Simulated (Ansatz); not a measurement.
A calculation with Ansatz (development build ahead of 0.2.0).

```yaml
crystal:
  periodic: [false, false, false]
  atoms:
    - { symbol: C, position_ang: [0.0, 0.0, -1.4] }
    - { symbol: C, position_ang: [0.0, 0.0, 0.0] }
    - { symbol: "N", position_ang: [0.0, 0.0, 1.185] }
basis:
  gaussian: { orbitals: def2-SVP }
magnetization:
  initial_magnetization: 1
hamiltonian:
  xc: hf
correlation:
  method: ccsd_t
  frozen_orbitals: { C: 1, "N": 1 }
scf:
  omitted_lower_state_checks: [stability, starts, atomic_configurations, cluster_reference, orbital_swaps, given_window_search, neighbouring_geometries, increment]
```

The input is written out in the form of the current development build from the run's settings. Correlation on restricted open-shell orbitals is semicanonical, with singles.

Output:

| Item | Value |
| --- | --- |
| Converged | yes |
| Reference energy | -129.89183 hartree |
| Correlation energy | -0.40168 hartree |
| Total energy | -130.29351 hartree |
